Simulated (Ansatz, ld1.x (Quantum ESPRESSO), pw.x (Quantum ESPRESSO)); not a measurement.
From atom to crystal: TM potential for K

| Item | Value |
| --- | --- |
| Element | K (Z = 19) |
| Generator | ld1.x (Quantum ESPRESSO) 7.5 |
| Type | norm-conserving Troullier–Martins (Kleinman–Bylander form) |
| Functional | PBEsol |
| Relativity | scalar-relativistic |
| Frozen core | [Ar] |
| Valence charge | 1 |
| Reference configuration | 4s1 4p0 |
| Partial waves | 4s (bound): rc 4.20 bohr; 4p (bound, empty): rc 4.20 bohr; 3d channel at 0.15 Ry: rc 3.65 bohr; 4f channel at -0.1 Ry: rc 4.45 bohr |
| Local potential | all-electron potential smoothed inside 3.65 bohr (lloc = -1) |
| Core correction | a·sin(br)/r model core, default radius (core density twice the valence density) |

Atomic tests: cutoffs needed: 6 Ry and 6 Ry (the cutoffs (Ry, on a coarse ladder) from which the occupation-weighted sum of valence levels, in a spherical-Bessel basis at the reference potential, stays within 10 and 1 mRy of its value at 400 Ry); ghost test: no extra level below or beside the all-electron valence levels (s, p, d, f tested) (spherical-Bessel basis up to 400 Ry, 20 bohr box); largest excitation error: -3.7 meV (all-electron minus pseudo) for 4s0 4p1, out of 2 test configurations.

Crystal test: bcc K in pw.x 7.5, no spin, 9³ k-points, Fermi–Dirac smearing 0.01 Ry, cutoffs 50/200 Ry. The reference is all-electron LAPW (Ansatz 0.2.0) with the same functional, mesh and smearing; V0 and B0 come from Birch–Murnaghan fits to the pressures at five volumes. Errors are pseudo minus all-electron; Δ is the rms difference of the E(V) curves that follow from these fits, minima aligned, over ±6 % about the mean V0. Mesh and smearing are coarse, so the numbers serve the comparison and aren't converged zero-temperature values; the lattice is a test structure that the element need not adopt.

All-electron: a0 = 5.222 Å (V0 = 71.21 Å³/atom), B0 = 3.6 GPa.

How far does the potential miss the all-electron equation of state?

mean pressure error (GPa): +0.02; a0 (Å): 5.231; a0 error (%): +0.17; B0 error (%): +1.1; Δ (meV/atom): 0.3. The largest radius (4.45 bohr) exceeds half the bond length (4.28 bohr), so the spheres overlap, which is one possible source of error among others.

```
V (Å³/atom)  P all-electron (GPa)  P pseudo (GPa)
     67.914                  0.19            0.21
     69.701                  0.08            0.10
     71.488                 -0.01            0.00
     73.275                 -0.10           -0.08
     75.062                 -0.17           -0.16
```

At the middle volume, how do free energy and pressure move when the wave cutoff is lowered (ecutrho kept at four times it)?

| cutoff (Ry) | shift of F (meV/atom) | shift of P (GPa) |
| --- | --- | --- |
| 22 | +0.3 | -0.00 |
| 30 | +0.1 | +0.00 |
| 40 | +0.0 | -0.00 |

The run at the middle volume (35 k-points, 6 iterations) took about 20 s on one core of a shared host (Neoverse-N1, 64 threads, 124 GiB, load 54).
